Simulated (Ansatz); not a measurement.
## bcc W

The numbers are results of PBE (plane waves, PAW; Ansatz, a first-principles code), not measurements.

Settings: plane-wave cutoff 500 eV, 32×32×32 k mesh, Fermi–Dirac smearing 0.1 eV, no spin polarisation, scalar-relativistic PAW data made under PBE.

Cell (relaxed at this level):

W has the cubic space group Im-3m (No. 229), the bcc (W type) structure, Pearson symbol cI2. Conventional cell: a = b = c = 3.1838 Å, α = β = γ = 90.00°. W on 2a is surrounded by 8 W at 2.757 Å and 6 W at 3.184 Å. (Neighbours: up to the widest gap in distance over summed covalent radii, below 1.35, at either atom.)
(The calculation used a cell of 1 atom; values per cell refer to that cell.)

* **volume per atom**: 16.14 Å³/atom
* **equilibrium lattice constant a**: 3.184 Å

Measured, for comparison: equilibrium volume per atom 15.78 Å³/atom, lattice constant a 3.16 Å (static lattice: zero-point anharmonic expansion removed; as tabulated in Mejia-Rodriguez and Trickey (2018), arXiv:1807.09216). Computed (rounded) less measured: equilibrium volume per atom +2.3 %, lattice constant a +0.8 %.

Spin–orbit coupling is not included.

The computed numbers hold no vibrational or temperature effects.

Cost on a shared machine: around 40 core-seconds (rough).
